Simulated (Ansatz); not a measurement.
A made-up structure of CH4AlS, doublet:

C1  (-1.184, 0.739, -1.002)
Al2  (0.178, 0.098, 0.528)
S3  (1.635, -1.795, -0.012)
H4  (-1.267, 0.220, -2.102)
H5  (-1.965, 1.666, -0.871)
H6  (0.297, 0.854, 2.124)
H7  (2.305, -1.782, 1.335)
(Å)

It is relaxed with PBE-D4/def2-SVP and then PBE0-D4/def2-TZVP (Ansatz 0.2.0). Atoms count as bonded within 1.22 times the sum of their covalent radii (H–H: 0.88 Å). The end point is not checked to be a true minimum.

(1) Does its bonding change? (A judgement: the text doesn't fix the answer.)

Results:

(1) By the calculation: No: no bond forms or breaks.

Where it ends: The first stage lowers the energy by 1.27 eV in 5 steps. It ends as CH₄AlS ([CH2][AlH][SH]):
```xyz
7
angstrom
C -1.0569 0.6598 -0.8950
Al 0.1588 0.0878 0.4713
S 1.4597 -1.6031 -0.0104
H -1.1310 0.1960 -1.8769
H -1.7541 1.4876 -0.7780
H 0.2648 0.7628 1.8966
H 2.0587 -1.5909 1.1923
```

Labels in which every atom is bracketed show which atoms are joined, not bond orders.

For scale, one of the runs: PBE0-D4/def2-TZVP relaxation, 129 basis functions, launched by `ansatz run in.yaml --threads 2 --pin off --events-out ev --progress --plain --max-ram 4352MiB`. The run took about 15 s on 2 CPU threads of an Intel Xeon Platinum 8488C (shared host).
